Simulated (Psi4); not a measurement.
# UBHLYP/def2-SVPD run of C2H6Al (SMILES [CH3][Al][CH3])

What is the vertical doublet–quartet gap of C2H6Al at UBHLYP/def2-SVPD? 

The calculation is run with Psi4 1.11.

1 further run of the same task is left out (set aside as unsound or not needed).

## (1) The molecule

C2H6Al: 9 atoms, total charge 0, spin state doublet. SMILES: `[CH3][Al][CH3]`. The shape is that of a PBE0-D4/def2-TZVP optimisation.

Bond lengths: C1–Al2 1.972 Å, Al2–C3 1.969 Å, C1–H4 1.095 Å, C1–H5 1.095 Å, C1–H6 1.095 Å, C3–H7 1.097 Å, C3–H8 1.097 Å, C3–H9 1.091 Å. Some angles: C1–Al2–C3 118.6°, Al2–C1–H4 111.5°, Al2–C1–H5 111.1°, Al2–C1–H6 111.0°, Al2–C3–H7 109.3°, Al2–C3–H8 109.4°, Al2–C3–H9 114.5°, H4–C1–H5 108.3°, H4–C1–H6 108.2°, H5–C1–H6 106.6°.

## (2) Energy and forces at UBHLYP/def2-SVPD

c2h6al.json reads:

```json
{
  "schema_name": "qcschema_input",
  "schema_version": 1,
  "molecule": {
    "schema_name": "qcschema_molecule",
    "schema_version": 2,
    "symbols": ["C", "Al", "C", "H", "H", "H", "H", "H", "H"],
    "geometry": [-1.53200097, 2.13652436, -1.77917715, 1.3813898, 1.33320178, 0.40043297, 1.65785673, -2.10024161, 1.80997968, -2.77374001, 0.49983256, -2.02011723, -0.91065902, 2.7607009, -3.6507619, -2.64845116, 3.68496594, -0.98209067, 1.72966632, -3.47369456, 0.25964837, -0.04119603, -2.52826458, 2.91679227, 3.30456407, -2.4005191, 3.01297933],
    "molecular_charge": 0,
    "molecular_multiplicity": 2,
    "fix_symmetry": "c1"
  },
  "driver": "gradient",
  "model": {
    "method": "bhhlyp",
    "basis": "def2-SVPD"
  },
  "keywords": {
    "reference": "uks",
    "puream": true,
    "e_convergence": 1e-09,
    "d_convergence": 1e-08,
    "scf_type": "pk",
    "dft_radial_points": 99,
    "dft_spherical_points": 590,
    "maxiter": 100,
    "scf_properties": ["QUADRUPOLE", "DIPOLE", "MAYER_INDICES"]
  }
}
```

Started as:

```bash
$ psi4 --qcschema c2h6al.json -n 1 --memory 1600MB
```

stdout, cut to the lines that bear on the results:

```text
[...]
  Running in c1 symmetry.
[...]
  Nuclear repulsion =   88.857473569738161
[...]
  Multiplicity = 2
[...]
  Nalpha       = 16
  Nbeta        = 15
[...]
    Number of basis functions: 112
[...]
   @UKS iter   1:  -321.69760402354729   -4.71804e-01   6.96693e-03 ADIIS/DIIS
[...]
   @UKS iter  12:  -322.02934396912974   -3.18323e-12   3.05359e-09 DIIS
[...]
   @S^2 Observed:                7.524098080E-01
[...]
    Orbital Energies [Eh]
    ---------------------
    Alpha Occupied:
       1A    -56.960980     2A    -10.562158     3A    -10.561536
       4A     -4.419041     5A     -2.886440     6A     -2.885417
       7A     -2.879747     8A     -0.773982     9A     -0.762871
      10A     -0.463297    11A     -0.457592    12A     -0.450773
      13A     -0.450497    14A     -0.428982    15A     -0.334828
      16A     -0.212768
    Alpha Virtual:
      17A     -0.012919    18A      0.030174    19A      0.053577
      20A      0.072713    21A      0.096530    22A      0.100517
      23A      0.112613    24A      0.117178    25A      0.121053
[...]
  @UKS Final Energy:  -322.02934396912974
   => Energetics <=
    Nuclear Repulsion Energy =             88.8574735697381612
    One-Electron Energy =                -619.3557983314353805
    Two-Electron Energy =                 224.8260151729383551
    DFT Exchange-Correlation Energy =     -16.3570343803709051
    Empirical Dispersion Energy =           0.0000000000000000
    VV10 Nonlocal Energy =                  0.0000000000000000
    Total Energy =                       -322.0293439691297408
[...]
 Multipole Moments:
 ------------------------------------------------------------------------------------
     Multipole            Electronic (a.u.)      Nuclear  (a.u.)        Total (a.u.)
 ------------------------------------------------------------------------------------
 L = 1.  Multiply by 2.5417464519 to convert [e a0] to [Debye]
 Dipole X            :          2.9000333           -2.9741938           -0.0741605
 Dipole Y            :          2.8242006           -2.8999966           -0.0757960
 Dipole Z            :          0.8722093           -0.8931669           -0.0209576
 Magnitude           :                                                    0.1080927
 L = 2.  Multiply by 1.3450342976 to convert [e a0^2] to [Debye ang]
 Quadrupole XX       :        -96.9737824           75.3797511          -21.5940313
 Quadrupole XY       :         52.3021041          -52.8258063           -0.5237022
[...]
  -Total Gradient:
     Atom            X                  Y                   Z
    ------   -----------------  -----------------  -----------------
       1       -0.001012414142    -0.000325939107    -0.000554550382
       2       -0.000228644529    -0.000130668180    -0.000108909867
       3       -0.000058867206    -0.000993409432     0.000295740650
       4        0.000529130198    -0.000029793519     0.000361524293
       5        0.000477636466    -0.000050764965     0.000460967151
       6        0.000577367963    -0.000094523200     0.000289527082
       7        0.000012741195     0.000477303267    -0.000223483516
       8       -0.000076486005     0.000490112297    -0.000135187516
       9       -0.000217892557     0.000660353327    -0.000384886974
[...]
```

Run time: 30 s. Hardware: 1 thread of Intel Xeon 6975P-C (Granite Rapids), shared host; peak memory 0.66 GiB.

## (3) The quartet: the energy at UBHLYP/def2-SVPD

c2h6al.xyz reads:

```xyz
9
C2H6Al
C     -0.810700     1.130600    -0.941500
Al     0.731000     0.705500     0.211900
C      0.877300    -1.111400     0.957800
H     -1.467800     0.264500    -1.069000
H     -0.481900     1.460900    -1.931900
H     -1.401500     1.950000    -0.519700
H      0.915300    -1.838200     0.137400
H     -0.021800    -1.337900     1.543500
H      1.748700    -1.270300     1.594400
```

run.py reads:

```python
import numpy as np
from ase.calculators.psi4 import Psi4
from ase.io import read

a = read('c2h6al.xyz')
calc = Psi4(atoms=a, method='bhhlyp', basis='def2-SVPD', memory='1600MB', num_threads=1, charge=0, multiplicity=4, label='calc', reference='uks')
calc.psi4.set_options({'puream': True, 'e_convergence': 1e-09, 'd_convergence': 1e-08, 'scf_type': 'pk', 'dft_radial_points': 99, 'dft_spherical_points': 590, 'maxiter': 100})
a.calc = calc

print(f'energy: {a.get_potential_energy():.6f} eV')
```

Started as:

```bash
$ python run.py
```

calc.dat, cut to the lines that bear on the results:

```text
[...]
  Running in c1 symmetry.
[...]
  Nuclear repulsion =   88.857473522467515
[...]
  Multiplicity = 4
[...]
  Nalpha       = 17
  Nbeta        = 14
[...]
    Number of basis functions: 112
[...]
   @UKS iter   1:  -321.65904010394769   -4.33240e-01   5.13039e-03 ADIIS/DIIS
[...]
   @UKS iter  14:  -321.84924151642844   -1.61435e-11   6.17804e-09 DIIS
[...]
   @S^2 Observed:                3.762459059E+00
[...]
    Orbital Energies [Eh]
    ---------------------
    Alpha Occupied:
       1A    -56.948784     2A    -10.632899     3A    -10.631013
       4A     -4.408680     5A     -2.875737     6A     -2.874417
       7A     -2.874208     8A     -0.834231     9A     -0.823290
      10A     -0.513910    11A     -0.505295    12A     -0.500771
      13A     -0.498725    14A     -0.487717    15A     -0.415430
      16A     -0.217524    17A     -0.132930
    Alpha Virtual:
      18A      0.024354    19A      0.047303    20A      0.072469
      21A      0.085076    22A      0.094946    23A      0.106591
      24A      0.110291    25A      0.114034    26A      0.129872
[...]
  @UKS Final Energy:  -321.84924151642844
   => Energetics <=
    Nuclear Repulsion Energy =             88.8574735224675152
    One-Electron Energy =                -618.4326285875399662
    Two-Electron Energy =                 224.0426624187272182
    DFT Exchange-Correlation Energy =     -16.3167488700832628
    Empirical Dispersion Energy =           0.0000000000000000
    VV10 Nonlocal Energy =                  0.0000000000000000
    Total Energy =                       -321.8492415164284353
[...]
 Multipole Moments:
 ------------------------------------------------------------------------------------
     Multipole            Electronic (a.u.)      Nuclear  (a.u.)        Total (a.u.)
 ------------------------------------------------------------------------------------
 L = 1.  Multiply by 2.5417464519 to convert [e a0] to [Debye]
 Dipole X            :          2.1517786           -2.9741938           -0.8224152
 Dipole Y            :          2.0951477           -2.8999966           -0.8048489
 Dipole Z            :          0.6468511           -0.8931669           -0.2463158
 Magnitude           :                                                    1.1767838
[...]
```

The script printed:

```text
energy: -8757.963953 eV
```

It took 28 s on 1 thread of Intel Xeon 6975P-C (Granite Rapids), shared host; peak memory 0.67 GiB.

## (4) Summary of results

Level: UBHLYP/def2-SVPD.

| quantity | value |
| --- | --- |
| doublet: total energy | -322.02934 Eh |
| doublet: dipole moment | 0.27 D |
| doublet: HOMO energy (highest over α and β) | -5.79 eV |
| doublet: LUMO energy (lowest over α and β) | -1.17 eV |
| doublet: ⟨S²⟩ | 0.752 |
| doublet: largest force on an atom | 0.062 eV/Å |
| quartet: total energy | -321.84924 Eh |
| quartet: dipole moment | 2.99 D |
| quartet: HOMO energy (highest over α and β) | -3.62 eV |
| quartet: ⟨S²⟩ | 3.762 |
| vertical energy of the quartet above the doublet | 4.901 eV |

At this shape the quartet lies 4.90 eV (473 kJ/mol) above the doublet.
